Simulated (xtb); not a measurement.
xtb input:

```bash
xtb mol.xyz --gfn 2 --ohess tight --chrg -1 --uhf 0
```
mol.xyz:
```
9

C     -0.03190503    -0.80134389     1.13223325
C      0.03028616     0.54232199     1.15569069
C     -0.02618067    -0.91780147    -0.42138909
C     -0.03065996     0.63801114    -0.42317365
H     -0.02312142     1.27069897     1.89920226
H     -0.86791526    -1.40251992    -0.82708564
H      0.86298531    -1.42300380    -0.80795385
H      0.89467089     1.10245695    -0.82100430
H     -0.86544363     1.11392481    -0.81109859
```

**Question.** Predict the final energy.

**Answer.** -11.14029 Eh (GFN2-xTB).

It need not be the lowest isomer of its formula. Whether it binds its extra electron was not tested at this geometry.
